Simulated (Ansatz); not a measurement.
## Molecular dynamics of BH5OS

Input:

```yaml
crystal:
  periodic: [false, false, false]
  atoms:
    - { symbol: B, position_ang: [0.078444, 0.243386, 0.263567] }
    - { symbol: O, position_ang: [-0.236214, -0.281344, 1.659432] }
    - { symbol: H, position_ang: [-1.114695, -0.679371, 1.687308] }
    - { symbol: H, position_ang: [1.213331, 0.050793, -0.055835] }
    - { symbol: H, position_ang: [-0.793769, 0.04695, -0.534398] }
    - { symbol: S, position_ang: [-0.094505, 2.213358, 0.870276] }
    - { symbol: H, position_ang: [1.187845, 2.384702, 1.259929] }
    - { symbol: H, position_ang: [-0.348139, 1.049825, 1.87042] }
basis:
  gaussian: { orbitals: def2-mTZVP }
hamiltonian:
  xc: pbe0
md:
  timestep: 0.5
  n_steps: 200
  ensemble: nve
  temperature: 100.0
  initial_velocities: maxwell_boltzmann
  seed: 5649
```

Launched with:

```bash
$ ansatz run input.yaml --threads 2 --pin off --max-ram 3072MiB --backend cpu --events-out ev --progress --plain --runs-dir out
```

It starts at the highest image of a converged band, a first-order saddle point between two minima.

Output, in part (one step line in 4, the closing report, with atoms numbered from 0):

```
md step     0: t =     0.00 fs  T =   100.0 K  F+E_penalty+E_count = -13633.98601996 eV  E_kin = 0.077556 eV  conserved = -13633.90846396 eV  (25 SCF iters)
md step     4: t =     2.00 fs  T =    81.5 K  F+E_penalty+E_count = -13633.97147796 eV  E_kin = 0.063177 eV  conserved = -13633.90830085 eV  (24 SCF iters)
md step     8: t =     4.00 fs  T =    63.6 K  F+E_penalty+E_count = -13633.95754331 eV  E_kin = 0.049335 eV  conserved = -13633.90820817 eV  (24 SCF iters)
md step    12: t =     6.00 fs  T =    83.5 K  F+E_penalty+E_count = -13633.97283445 eV  E_kin = 0.064768 eV  conserved = -13633.90806620 eV  (30 SCF iters)
md step    16: t =     8.00 fs  T =   183.3 K  F+E_penalty+E_count = -13634.05022554 eV  E_kin = 0.142180 eV  conserved = -13633.90804563 eV  (30 SCF iters)
md step    20: t =    10.00 fs  T =   359.5 K  F+E_penalty+E_count = -13634.18800743 eV  E_kin = 0.278839 eV  conserved = -13633.90916889 eV  (30 SCF iters)
md step    24: t =    12.00 fs  T =   385.5 K  F+E_penalty+E_count = -13634.20738134 eV  E_kin = 0.298959 eV  conserved = -13633.90842206 eV  (29 SCF iters)
md step    28: t =    14.00 fs  T =   596.0 K  F+E_penalty+E_count = -13634.37228898 eV  E_kin = 0.462219 eV  conserved = -13633.91006986 eV  (30 SCF iters)
md step    32: t =    16.00 fs  T =   660.5 K  F+E_penalty+E_count = -13634.42194680 eV  E_kin = 0.512267 eV  conserved = -13633.90968019 eV  (30 SCF iters)
md step    36: t =    18.00 fs  T =   507.1 K  F+E_penalty+E_count = -13634.30059374 eV  E_kin = 0.393253 eV  conserved = -13633.90734032 eV  (26 SCF iters)
md step    40: t =    20.00 fs  T =   724.4 K  F+E_penalty+E_count = -13634.47232042 eV  E_kin = 0.561843 eV  conserved = -13633.91047708 eV  (30 SCF iters)
md step    44: t =    22.00 fs  T =   580.7 K  F+E_penalty+E_count = -13634.35813609 eV  E_kin = 0.450376 eV  conserved = -13633.90776018 eV  (29 SCF iters)
md step    48: t =    24.00 fs  T =   723.1 K  F+E_penalty+E_count = -13634.47319014 eV  E_kin = 0.560806 eV  conserved = -13633.91238413 eV  (30 SCF iters)
md step    52: t =    26.00 fs  T =   594.0 K  F+E_penalty+E_count = -13634.36888663 eV  E_kin = 0.460670 eV  conserved = -13633.90821682 eV  (30 SCF iters)
md step    56: t =    28.00 fs  T =   564.1 K  F+E_penalty+E_count = -13634.34550195 eV  E_kin = 0.437518 eV  conserved = -13633.90798420 eV  (30 SCF iters)
md step    60: t =    30.00 fs  T =   685.5 K  F+E_penalty+E_count = -13634.44443504 eV  E_kin = 0.531622 eV  conserved = -13633.91281328 eV  (29 SCF iters)
md step    64: t =    32.00 fs  T =   478.5 K  F+E_penalty+E_count = -13634.27836009 eV  E_kin = 0.371120 eV  conserved = -13633.90724050 eV  (31 SCF iters)
md step    68: t =    34.00 fs  T =   610.8 K  F+E_penalty+E_count = -13634.38446460 eV  E_kin = 0.473713 eV  conserved = -13633.91075193 eV  (30 SCF iters)
md step    72: t =    36.00 fs  T =   386.6 K  F+E_penalty+E_count = -13634.20679210 eV  E_kin = 0.299810 eV  conserved = -13633.90698193 eV  (26 SCF iters)
md step    76: t =    38.00 fs  T =   625.5 K  F+E_penalty+E_count = -13634.39634676 eV  E_kin = 0.485075 eV  conserved = -13633.91127187 eV  (30 SCF iters)
md step    80: t =    40.00 fs  T =   470.4 K  F+E_penalty+E_count = -13634.27113096 eV  E_kin = 0.364857 eV  conserved = -13633.90627408 eV  (30 SCF iters)
md step    84: t =    42.00 fs  T =   700.8 K  F+E_penalty+E_count = -13634.45620765 eV  E_kin = 0.543491 eV  conserved = -13633.91271616 eV  (30 SCF iters)
md step    88: t =    44.00 fs  T =   540.0 K  F+E_penalty+E_count = -13634.32658747 eV  E_kin = 0.418780 eV  conserved = -13633.90780738 eV  (30 SCF iters)
md step    92: t =    46.00 fs  T =   605.2 K  F+E_penalty+E_count = -13634.37797706 eV  E_kin = 0.469373 eV  conserved = -13633.90860435 eV  (30 SCF iters)
md step    96: t =    48.00 fs  T =   682.0 K  F+E_penalty+E_count = -13634.44084669 eV  E_kin = 0.528902 eV  conserved = -13633.91194501 eV  (30 SCF iters)
md step   100: t =    50.00 fs  T =   543.3 K  F+E_penalty+E_count = -13634.33043462 eV  E_kin = 0.421388 eV  conserved = -13633.90904654 eV  (31 SCF iters)
md step   104: t =    52.00 fs  T =   553.8 K  F+E_penalty+E_count = -13634.33941462 eV  E_kin = 0.429501 eV  conserved = -13633.90991352 eV  (30 SCF iters)
md step   108: t =    54.00 fs  T =   324.8 K  F+E_penalty+E_count = -13634.15921637 eV  E_kin = 0.251871 eV  conserved = -13633.90734542 eV  (26 SCF iters)
md step   112: t =    56.00 fs  T =   466.3 K  F+E_penalty+E_count = -13634.27321602 eV  E_kin = 0.361674 eV  conserved = -13633.91154154 eV  (30 SCF iters)
md step   116: t =    58.00 fs  T =   240.4 K  F+E_penalty+E_count = -13634.09241293 eV  E_kin = 0.186447 eV  conserved = -13633.90596624 eV  (30 SCF iters)
md step   120: t =    60.00 fs  T =   442.1 K  F+E_penalty+E_count = -13634.25479540 eV  E_kin = 0.342857 eV  conserved = -13633.91193846 eV  (30 SCF iters)
md step   124: t =    62.00 fs  T =   301.5 K  F+E_penalty+E_count = -13634.14171566 eV  E_kin = 0.233794 eV  conserved = -13633.90792216 eV  (31 SCF iters)
md step   128: t =    64.00 fs  T =   409.0 K  F+E_penalty+E_count = -13634.22609094 eV  E_kin = 0.317166 eV  conserved = -13633.90892470 eV  (30 SCF iters)
md step   132: t =    66.00 fs  T =   470.3 K  F+E_penalty+E_count = -13634.27541367 eV  E_kin = 0.364720 eV  conserved = -13633.91069409 eV  (30 SCF iters)
md step   136: t =    68.00 fs  T =   461.8 K  F+E_penalty+E_count = -13634.26841107 eV  E_kin = 0.358177 eV  conserved = -13633.91023430 eV  (30 SCF iters)
md step   140: t =    70.00 fs  T =   484.5 K  F+E_penalty+E_count = -13634.28538866 eV  E_kin = 0.375749 eV  conserved = -13633.90963989 eV  (30 SCF iters)
md step   144: t =    72.00 fs  T =   376.7 K  F+E_penalty+E_count = -13634.19969381 eV  E_kin = 0.292144 eV  conserved = -13633.90754959 eV  (26 SCF iters)
md step   148: t =    74.00 fs  T =   566.4 K  F+E_penalty+E_count = -13634.35140518 eV  E_kin = 0.439315 eV  conserved = -13633.91209053 eV  (30 SCF iters)
md step   152: t =    76.00 fs  T =   386.3 K  F+E_penalty+E_count = -13634.20649777 eV  E_kin = 0.299620 eV  conserved = -13633.90687823 eV  (30 SCF iters)
md step   156: t =    78.00 fs  T =   505.0 K  F+E_penalty+E_count = -13634.30287273 eV  E_kin = 0.391648 eV  conserved = -13633.91122518 eV  (30 SCF iters)
md step   160: t =    80.00 fs  T =   287.8 K  F+E_penalty+E_count = -13634.13097456 eV  E_kin = 0.223168 eV  conserved = -13633.90780676 eV  (30 SCF iters)
md step   164: t =    82.00 fs  T =   369.0 K  F+E_penalty+E_count = -13634.19597798 eV  E_kin = 0.286157 eV  conserved = -13633.90982055 eV  (30 SCF iters)
md step   168: t =    84.00 fs  T =   323.3 K  F+E_penalty+E_count = -13634.15938256 eV  E_kin = 0.250747 eV  conserved = -13633.90863552 eV  (30 SCF iters)
md step   172: t =    86.00 fs  T =   401.2 K  F+E_penalty+E_count = -13634.22183772 eV  E_kin = 0.311146 eV  conserved = -13633.91069187 eV  (30 SCF iters)
md step   176: t =    88.00 fs  T =   393.4 K  F+E_penalty+E_count = -13634.21443716 eV  E_kin = 0.305140 eV  conserved = -13633.90929673 eV  (30 SCF iters)
md step   180: t =    90.00 fs  T =   384.3 K  F+E_penalty+E_count = -13634.20613526 eV  E_kin = 0.298011 eV  conserved = -13633.90812465 eV  (26 SCF iters)
md step   184: t =    92.00 fs  T =   518.3 K  F+E_penalty+E_count = -13634.31368610 eV  E_kin = 0.401974 eV  conserved = -13633.91171216 eV  (30 SCF iters)
md step   188: t =    94.00 fs  T =   361.9 K  F+E_penalty+E_count = -13634.18908882 eV  E_kin = 0.280669 eV  conserved = -13633.90842006 eV  (30 SCF iters)
md step   192: t =    96.00 fs  T =   420.9 K  F+E_penalty+E_count = -13634.23729621 eV  E_kin = 0.326462 eV  conserved = -13633.91083402 eV  (30 SCF iters)
md step   196: t =    98.00 fs  T =   226.1 K  F+E_penalty+E_count = -13634.08282120 eV  E_kin = 0.175334 eV  conserved = -13633.90748690 eV  (30 SCF iters)
md step   200: t =   100.00 fs  T =   340.3 K  F+E_penalty+E_count = -13634.17492850 eV  E_kin = 0.263941 eV  conserved = -13633.91098716 eV  (26 SCF iters)
Total energy: -13634.17495775 eV, -501.0466881218 hartree
Atom 0 at     0.097837     0.670581     0.115281 Å, force    -0.273430     2.257833     0.664595 eV/Å
Atom 1 at    -0.347975    -0.938630     2.088152 Å, force    -1.003941    -1.398659    -1.400187 eV/Å
Atom 2 at    -0.839207    -1.558626     1.458577 Å, force     1.032774     1.251024     1.308201 eV/Å
Atom 3 at     1.118854     0.091781     0.050813 Å, force     0.214700    -0.068512     0.027534 eV/Å
Atom 4 at    -0.931950     0.347288    -0.335753 Å, force    -0.361201    -0.498253    -0.177573 eV/Å
Atom 5 at    -0.033302     2.470537     0.679789 Å, force     0.342173    -1.746537    -0.512454 eV/Å
Atom 6 at     1.267279     2.655947     0.989594 Å, force     0.055980     0.053806     0.088220 eV/Å
Atom 7 at    -0.851106    -1.012075     2.908324 Å, force    -0.007056     0.149297     0.001664 eV/Å
Dipole moment:    -0.123085    -0.414550     0.216055 e Å
```

The run went to its last step. The conserved energy stayed within 0.56 meV per atom of its start (net change -0.32 meV per atom), so the integration is sound. The kinetic energy rose, since the run started high on the potential surface and went downhill. It ends in pieces (BH3S + H2O), so much of that is their flight and rotation, not heat. A run of 0.1 ps of so small a system gives no equilibrium averages. The orbitals stay closed-shell, which can raise the energy where a bond breaks towards radicals; this wasn't checked here.

Between its relaxed ends the band would form B1–S6, O2–H8 and break S6–H8. These pairs go: B1–S6 2.07 → 1.89 Å, O2–H8 1.35 → 0.96 Å, S6–H8 1.56 → 4.21 Å. In the last frame they stand as after the step (other bonds may differ from the relaxed reactants and products). Also parted: B1–O2 1.52 → 2.58 Å. It ends as BH3S + H2O. Pairs count as bonded within 1.25 times the sum of covalent radii (0.12 Å more for H–H).

Last frame:

```xyz
8
Properties=species:S:1:pos:R:3
B 0.098 0.671 0.115
O -0.348 -0.939 2.088
H -0.839 -1.559 1.459
H 1.119 0.092 0.051
H -0.932 0.347 -0.336
S -0.033 2.470 0.680
H 1.267 2.656 0.990
H -0.851 -1.012 2.908
```

Time of the run: 3.8 min on 2 threads of Arm Neoverse V2, on a shared host, peak memory 0.14 GiB.
